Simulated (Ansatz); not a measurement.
# Si(NCS)H3 (CH3NSSi): the relaxed shape and its frontier levels

Aim: characterise Si(NCS)H3 (CH3NSSi) as a singlet: its structure, frontier levels and distribution of charge.

Method: RKS PBE0-D4/def2-TZVP; program: Ansatz 0.2.0, Gaussian basis.

The runs, in order: relaxation at PBE-D4/def2-SVP; a search for the lowest solution at PBE0-D4/def2-SVP; a single point at PBE0-D4/def2-TZVP.

## Step 1: Starting geometry

7 atoms, charge 0, spin multiplicity 1.

Atoms are counted from 1 here; the program's logs count them from 0.

Bond lengths: Si1–N2 1.717 Å, Si1–H5 1.459 Å, Si1–H6 1.459 Å, Si1–H7 1.460 Å, N2–C3 1.188 Å, C3–S4 1.552 Å. Angles: N2–Si1–H5 105.9°, N2–Si1–H6 105.4°, N2–Si1–H7 106.0°, H5–Si1–H6 113.0°, H5–Si1–H7 112.8°, H6–Si1–H7 112.9°, Si1–N2–C3 177.6°, N2–C3–S4 179.6°.

Coordinates:

```xyz
7

Si   -0.0021   -0.0022   -1.1265
N    -0.0115    0.0308    0.5900
C     0.0026    0.0086    1.7775
S     0.0132   -0.0120    3.3295
H     1.4031   -0.0074   -1.5196
H    -0.7046    1.2077   -1.5413
H    -0.7008   -1.2255   -1.5095
```

The start is a GFN2-xTB geometry.

## Step 2: Optimising with PBE-D4/def2-SVP

The input, in.yaml:

```yaml
crystal:
  periodic: [false, false, false]
  atoms:
    - {symbol: Si, position_ang: [-0.002120, -0.002250, -1.126530]}
    - {symbol: N, position_ang: [-0.011450, 0.030840, 0.590010]}
    - {symbol: C, position_ang: [0.002610, 0.008600, 1.777500]}
    - {symbol: S, position_ang: [0.013190, -0.011980, 3.329490]}
    - {symbol: H, position_ang: [1.403140, -0.007420, -1.519630]}
    - {symbol: H, position_ang: [-0.704610, 1.207660, -1.541340]}
    - {symbol: H, position_ang: [-0.700770, -1.225460, -1.509500]}
basis:
  gaussian: {orbitals: def2-SVP}
hamiltonian: {xc: pbe, dispersion: d4}
scf: {omitted_lower_state_checks: [starts]}
output: {orbitals: {seedname: orbitals}}
relax: {f_tol: 0.02, max_steps: 100}
```

Command:

```bash
> ansatz run in.yaml --threads 4 --pin off --events-out ev --progress --plain --max-ram 3916MiB
```

Further steps of the session: Searching for the lowest solution, PBE0-D4/def2-SVP; Single point, PBE0-D4/def2-TZVP.

**Question.** What will the summary of the whole plan be? Wanted: point group; commonest bond, hydrogen aside; HOMO, LUMO at PBE0-D4/def2-TZVP; dipole at PBE-D4/def2-SVP.

The runs gave:

| quantity | value |
| --- | --- |
| point group | C3v |
| commonest bond, hydrogen aside | N–Si, 1 of mean length 1.734 Å |
| HOMO, LUMO at PBE0-D4/def2-TZVP | -7.54, -0.74 eV |
| dipole at PBE-D4/def2-SVP | 2.09 D |

The molecule keeps its bonding pattern by the stored test; the atoms moved 0.06 Å (rms). No usable vibrations, so a minimum isn't proven.
